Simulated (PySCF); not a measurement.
2-Propanamine, C3H9N, SMILES CC(C)N, point group C1.

Force field and properties: B3LYP/pcSseg-1 (PySCF, grid level 2). Vibrational terms come from second-order perturbation theory with semi-diagonal cubic constants, by steps of ±0.6 along the normal coordinates of each isotopologue. The parent has the commonest isotopes.

Equilibrium geometry (Å):

| atom | x | y | z |
| --- | --- | --- | --- |
| C1 | -1.2543 | -0.6853 | 0.0868 |
| C2 | 0.0986 | -0.1681 | -0.4028 |
| C3 | 0.3052 | 1.3104 | -0.0397 |
| N4 | 1.1560 | -1.0608 | 0.0926 |
| H5 | -2.0803 | -0.0958 | -0.3268 |
| H6 | -1.3198 | -0.6257 | 1.1821 |
| H7 | -1.3902 | -1.7323 | -0.2015 |
| H8 | 0.1159 | -0.2544 | -1.4984 |
| H9 | 1.2732 | 1.6740 | -0.4064 |
| H10 | 0.2860 | 1.4486 | 1.0500 |
| H11 | -0.4758 | 1.9492 | -0.4721 |
| H12 | 2.0657 | -0.7503 | -0.2458 |
| H13 | 1.2024 | -1.0075 | 1.1109 |

Give the equilibrium and ground-state rotational constants (MHz) of parent; ²H at 7.


```json
{"species": "parent", "Ae": "8149.3", "Be": "7890.7", "Ce": "4628.4", "A0": "8062.6", "B0": "7805.2", "C0": "4573.8", "Δ0 (u Å²)": "-16.937", "harmonic ZPE (cm⁻¹)": "26341"}
{"species": "²H at 7", "Ae": "8129.5", "Be": "7361.5", "Ce": "4440.3", "A0": "8042.4", "B0": "7284.4", "C0": "4389.1", "Δ0 (u Å²)": "-17.073", "harmonic ZPE (cm⁻¹)": "25642"}
```

Δ0 = Ic − Ia − Ib from the ground-state constants.

How is the parent's vibrational correction B0 − Be made up?


```csv
axis,harmonic,Coriolis,cubic,total (MHz)
a,16.1,-15.6,-87.2,-86.7
b,15.6,-14.5,-86.5,-85.4
c,3.69,-3.96,-54.3,-54.6
```

And its quartic centrifugal distortion constants from the harmonic force field?

Asymmetric top, A reduction, IIIr representation: ΔJ = 6.8 kHz, ΔJK = -10.7 kHz, ΔK = 4.88 kHz, δJ = 0.116 kHz, δK = -7.58 kHz.

A mode lies under 250 cm⁻¹, where this perturbation treatment is rough. Internal rotors are held in one well.
